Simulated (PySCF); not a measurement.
## Phosphorus: highly charged ions in a basis for the neutral atom

P¹²⁺ [He] 2s1, P¹³⁺ 1s2. Calculation: PySCF 2.14, in 6-31G* (4s3p1d, 18 functions); the non-relativistic Hamiltonian (point nucleus). No spin-orbit coupling, so a gap to NIST mixes the basis error with missing relativistic terms.

Changed run: basis of the neutral atom used for a highly charged ion. This setting is unsound on purpose.

```tsv
species	method	sound run (hartree)	changed run (hartree)	converged
P¹²⁺	UHF	not run	-237.69393	yes
P¹²⁺	TPSS	not run	-237.77838	yes
P¹²⁺	PBE	not run	-237.60284	yes
P¹³⁺	UHF	not run	-215.70564	yes
P¹³⁺	TPSS	not run	-215.75902	yes
P¹³⁺	PBE	not run	-215.57339	yes
```

Ionisation energy of P¹²⁺:

```tsv
method	changed run (eV)	NIST (eV)
UHF	598.33	611.74
TPSS	599.18	611.74
PBE	599.45	611.74
```

The contracted functions were made for the neutral atom and can be too rigid for a highly charged ion.
